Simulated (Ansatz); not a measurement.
bcc Li was calculated with PBE in Ansatz (PAW).

Numerical settings: plane-wave cutoff 500 eV, 30×30×30 k mesh, Fermi–Dirac smearing 0.1 eV, scalar-relativistic PAW data made under PBE.

Computed at the level's own relaxed cell.

Estimate the equilibrium volume per atom and lattice constant a that the calculation returns.


* **equilibrium volume per atom**: 20.28 Å³/atom
* **lattice constant a**: 3.436 Å

Measured, for comparison: equilibrium volume per atom 20.51 Å³/atom (low-temperature or extrapolated to 0 K; zero-point anharmonic expansion removed; as tabulated in Csonka et al. (2009), arXiv:0903.4037); lattice constant a 3.449 Å (low-temperature or extrapolated to 0 K; zero-point anharmonic expansion removed, our sources range from 3.443 to 3.453; as tabulated in Csonka et al. (2009), arXiv:0903.4037). Computed (rounded) less measured: equilibrium volume per atom -1.1 %, lattice constant a -0.4 % (-0.2 % to -0.5 % over the range).

Computed values are for the static lattice.

Ansatz is a program for electronic structure.
